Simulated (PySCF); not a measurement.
**SiO⁺: one state, many levels of theory**

State: ²Σ⁺ (doublet), unpaired electrons σ ↑. Set-up: Si pcseg-2, O pcseg-2; no relativity (PySCF 2.14). De refers to Si⁺ + O in their high-spin ground configurations, without counterpoise correction. The functionals are run spin-unrestricted. A positive dipole points towards O; it is taken about the centre of mass and depends on that origin. Levels whose curve was spin-contaminated or gave no clean fit are not listed.

```
      Level  Re (Å)  ωe (cm⁻¹)  De (eV)  μ (D)
   UHF-CCSD   1.524       1163     4.32    n/a
UHF-CCSD(T)   1.528       1150     4.61    n/a
        PBE   1.526       1154     5.39  -4.34
     r²SCAN   1.514       1185     5.12  -4.45
      M06-L   1.514       1172     4.97  -4.16
      TPSSh   1.519       1163     4.79  -4.37
       PBE0   1.514       1167     4.72  -4.43
  BHandHLYP   1.517       1132     4.01  -4.30
    LC-ωPBE   1.506       1176     4.65  -4.63
```

The bond length runs from 1.506 Å (LC-ωPBE) to 1.528 Å (UHF-CCSD(T)). De spans 4.01 eV (BHandHLYP, global hybrid GGA) to 5.39 eV (PBE, GGA).

Correlated steps freeze 6 core orbitals. For an ion De counts to the pair picked by the measured ionisation energies or electron affinities, which need not be the lowest pair at this level. The CCSD T1 diagnostic is raised, a sign that a single reference may not be enough here. The state is the lowest determinant that a PBE0 search found; another state may lie lower at other levels.

The whole job (state search and all levels along the bond) took about 5.4 min on 1 thread of Arm Neoverse N1 (shared host), peak memory 1.2 GiB.
